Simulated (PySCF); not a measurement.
Compound: C₂H₂F₂O.
SMILES: `O=CC(F)F`

Method used: EOM-IP-CCSD/aug-cc-pVDZ in PySCF, restricted Hartree–Fock reference, frozen core, non-relativistic, gas phase, PBE0-D3(BJ)/def2-SVP geometry.

The vertical ionisation energies are 10.97, 14.15, 14.83, 15.52, 15.77, 16.31, 16.81, 18.40 eV.

Question: Which Hartree–Fock orbital leads each hole, and what is its Koopmans value −ε?

Answer: 
```
leading hole (HF orbital)  Koopmans (eV)  EOM-IP-CCSD (eV)  change (eV)  one-hole share
                     HOMO          12.54             10.97        -1.57            0.95
                   HOMO-2          16.00             14.15        -1.85            0.95
                   HOMO-1          15.38             14.83        -0.55            0.94
                   HOMO-4          18.00             15.52        -2.48            0.95
                   HOMO-3          17.83             15.77        -2.06            0.95
                   HOMO-5          18.96             16.31        -2.65            0.94
                   HOMO-6          19.06             16.81        -2.25            0.94
                   HOMO-7          20.69             18.40        -2.29            0.94
```

Question: Does the order of the lines follow the orbital energies?

Answer: No: the HOMO-2 hole (14.15 eV) falls below the HOMO-1 hole (14.83 eV); the HOMO-4 hole (15.52 eV) falls below the HOMO-3 hole (15.77 eV). The corrections run from -2.65 to -0.55 eV, with a mean of -1.96 eV over the 8 lines; no line lies above its Koopmans value. Koopmans values leave out both the relaxation of the orbitals and the change in correlation energy.

Question: At what kinetic energies would He II light (40.81 eV) eject these electrons?

Answer: 29.84 eV (HOMO), 26.66 eV (HOMO-2), 25.98 eV (HOMO-1), 25.29 eV (HOMO-4), 25.04 eV (HOMO-3), 24.50 eV (HOMO-5), 24.00 eV (HOMO-6), 22.41 eV (HOMO-7).

One root was sought for each valence orbital with −ε under 21 eV, eight at most, so deeper holes and satellites are missing; no vibrational structure.

Conformer computed: `[O:1]=[CH:2][CH:3]([F:4])[F:5]`: O1–C2–C3–F4 -113°.

One conformer stands for the species.
